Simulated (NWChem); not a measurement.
# Polarisability of HLi

```
Li
H 1 1.5976
```
Charge 0, spin multiplicity 1.

Program: NWChem. Structure: optimised with PBE0/def2-SVP, a minimum by its harmonic frequencies.

Basis set: def2-SVPD. Static limit.

The correlated methods freeze no orbitals. B3LYP has NWChem's definition, with VWN1-RPA local correlation. The structure started from a generated list of species. No row is a measurement; the coupled-cluster row has its own basis-set and correlation limits.

Task: One of these methods gave an isotropic polarisability of 22.99 bohr³. Which?
A) HF
B) CCSD linear response
C) B3LYP
D) PBE

Result: A, HF. The others give 32.76 (PBE), 29.03 (B3LYP), 27.64 (CCSD linear response).
